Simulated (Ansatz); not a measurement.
`C=C(F)CCl` + HCl → `ClCCl` + `C=CF`  (substitution at a C–C bond)

Calculated with Ansatz (gas phase, PBE0-D4/def2-TZVP geometries, no zero-point term in ΔE). CBS: MP2 limit from def2 TZ/QZ plus the TZ coupled-cluster correction, frozen cores. This one scheme is used for every species. DFT in def2-TZVPP. Each species was taken in one conformer, which may not be the lowest.

`C=C(F)CCl`:

Z-matrix (Å, degrees):
```
C
Cl 1 1.788
C 1 1.479 2 111.6
H 1 1.087 2 107.7 3 121.3
H 1 1.090 2 106.5 3 -120.9
F 3 1.339 1 112.8 2 -67.0
C 3 1.321 1 126.6 2 114.3
H 7 1.082 3 121.0 1 178.3
H 7 1.080 3 119.9 1 -2.0
```

HCl:

Z-matrix (Å, degrees):
```
Cl
H 1 1.279
```

`ClCCl`:

```xyz
5

Cl   -1.331    0.952    0.410
C    -0.014   -0.144   -0.004
Cl    1.491    0.698   -0.364
H     0.160   -0.800    0.844
H    -0.306   -0.706   -0.886
```

`C=CF`:

Z-matrix (Å, degrees):
```
C
C 1 1.316
H 1 1.081 2 119.2
H 1 1.082 2 121.6 3 -180.0
F 2 1.336 1 122.3 3 180.0
H 2 1.084 1 125.7 3 0.0
```

```tsv
level	ΔE (kcal/mol)
ωB97X-V	11.6
PBE-QIDH	12.4
```

What does CCSD(T)/CBS give? (Best estimate.)

Computed: +11.9 kcal/mol. The listed levels differ from it by -0.3, 0.5 kcal/mol.

Largest T1 diagnostic among the species: 0.012.

In def2-TZVPP, CCSD(T) changes the Hartree–Fock value by +1.3 kcal/mol (the triples alone add −0.0 kcal/mol) and MP2 by +1.5 kcal/mol. From PBE to PBE0 (25 % exact exchange), in def2-TZVPP and without D4, ΔE moves by +1.0 kcal/mol.
